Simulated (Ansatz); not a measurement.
Relaxation of BH7N2 (10 atoms, charge 0, multiplicity 1), to a largest force component of 0.03 eV/Å in at most 50 steps.

Theory: RKS BHLYP-D4/def2-SVP in Ansatz.

```xyz
10
Properties=species:S:1:pos:R:3:forces:R:3
B 0.071 -0.099 -0.184 0.00 -0.21 -0.30
H -0.129 -0.527 0.912 0.00 -0.24 0.04
N 1.341 -0.185 -0.732 0.00 0.02 -0.01
H 2.130 -0.574 -0.248 0.00 -0.01 0.01
H 1.555 0.130 -1.662 0.01 0.00 0.01
H -0.828 0.335 -0.848 0.00 0.00 0.00
N 0.016 2.196 1.348 -0.13 -0.62 0.37
H 0.913 2.247 0.889 0.01 0.00 -0.01
H -0.685 2.431 0.660 0.00 -0.01 0.01
H -0.130 1.208 1.603 0.11 1.07 -0.13
```

Question: Where does it end, and by what steps?

Answer: The run converged. The force dipped under the threshold on the way, but the program's further checks kept it going. After 9 steps the energy has fallen by 0.118 eV; H10 moved furthest, 0.60 Å.

```json
{"step": "0", "energy less start (eV)": "0.0000", "largest force component (eV/Å)": "1.067", "accepted": "yes"}
{"step": "1", "energy less start (eV)": "-0.0910", "largest force component (eV/Å)": "0.364", "accepted": "yes"}
{"step": "2", "energy less start (eV)": "-0.0615", "largest force component (eV/Å)": "0.739", "accepted": "no"}
{"step": "3", "energy less start (eV)": "-0.1058", "largest force component (eV/Å)": "0.162", "accepted": "yes"}
{"step": "4", "energy less start (eV)": "-0.1118", "largest force component (eV/Å)": "0.150", "accepted": "yes"}
{"step": "5", "energy less start (eV)": "-0.1170", "largest force component (eV/Å)": "0.024", "accepted": "yes"}
{"step": "6", "energy less start (eV)": "-0.1112", "largest force component (eV/Å)": "0.475", "accepted": "no"}
{"step": "7", "energy less start (eV)": "-0.1174", "largest force component (eV/Å)": "0.167", "accepted": "yes"}
{"step": "8", "energy less start (eV)": "-0.1181", "largest force component (eV/Å)": "0.039", "accepted": "yes"}
{"step": "9", "energy less start (eV)": "-0.1183", "largest force component (eV/Å)": "0.003", "accepted": "yes"}
```

```xyz
10
Properties=species:S:1:pos:R:3
B 0.054 -0.282 -0.293
H -0.159 -0.844 0.745
N 1.353 -0.199 -0.765
H 2.139 -0.596 -0.283
H 1.594 0.237 -1.637
H -0.837 0.193 -0.941
N 0.069 2.414 1.366
H 0.887 2.113 0.854
H -0.684 2.466 0.693
H -0.164 1.661 1.999
```

The run took 12 s on 2 threads of Arm Neoverse V1, on a shared host, peak memory 0.14 GiB.
